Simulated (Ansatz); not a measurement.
**Basis-set limit of WH⁺, septet**

```yaml
atoms:
  - { symbol: W, position_ang: [0.0000, 0.0000, 0.0000] }
  - { symbol: H, position_ang: [0.0000, 0.0000, 2.0590] }
```

Ansatz 0.2.0, UHF determinant, valence electrons correlated, core potentials past Kr. Energies in eV.

```json
{"set": "def2-TZVPP", "X": "3", "functions": "70", "Hartree–Fock": "-1812.5679", "MP2 correlation": "-1.5728", "CCSD(T) correlation": "-1.8507", "time": "2 s on 1 thread of Intel(R) Xeon(R) 6975P-C (Granite Rapids), on a shared host"}
{"set": "def2-QZVPP", "X": "4", "functions": "111", "Hartree–Fock": "-1812.6065", "MP2 correlation": "-1.6611", "CCSD(T) correlation": "-1.9451", "time": "8 s on 1 thread of Intel(R) Xeon(R) 6975P-C (Granite Rapids), with other jobs on the host"}
```

Hartree–Fock is taken to follow E(X) = E∞ + A·exp(−7.88·√X), correlation E(X) = E∞ + B·X^−2.97.

Cautions: no spin-orbit coupling; outer-core shells of the metal frozen; lower spins were not checked; higher spins were not checked.

Problem. Work out the CCSD(T) energy at the limit, and how far the shortcut misses it that extrapolates MP2 and adds CCSD(T) minus MP2 from the smaller set.

Solution. Hartree–Fock: E∞ = E4 + 0.1377·(E4 − E3) = -1812.6118. Correlation: E∞ = E4 + 0.7407·(E4 − E3) = -2.0151 for CCSD(T) and -1.7265 for MP2. The limit is -1814.6268 eV, 0.075 eV below def2-QZVPP. The shortcut gives a correlation energy of -1.7265 + (-0.2779) = -2.0045, 11 meV higher than the direct value.

The exponents were fitted on light atoms, and def2 sets of heavy atoms don't grow evenly, so the limit is rough here.
